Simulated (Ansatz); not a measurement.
Basis-set extrapolation for `[Na][Cl]` (PBE0-D4/def2-TZVP geometry, frozen core, Ansatz 0.2.0). Multiplicity 1, RHF reference. For Na the program correlates outer-core shells too, which these sets cover unevenly, so the extrapolated numbers aren't a true limit.

|  | def2-TZVPP | def2-QZVPP |
| --- | --- | --- |
| HF | -621.439620 | -621.459693 |
| MP2 correlation | -0.363280 | -0.410299 |
| CCSD(T) correlation | -0.394746 | -0.445865 |

Energies in hartree. Use E(X) = E(∞) + A·exp(−7.88·√X) for Hartree–Fock and E(X) = E(∞) + B·X^(−2.97) for correlation, with X = 3 and 4.

Problem. What is the CCSD(T) energy at the basis-set limit?

Solution. HF limit: -621.459693 + (-0.020073) × 0.13774 = -621.46246. Correlation limit: -0.445865 + (-0.051119) × 0.74074 = -0.48373. Total: -621.94619 hartree, 3.04 eV below CCSD(T)/def2-TZVPP.
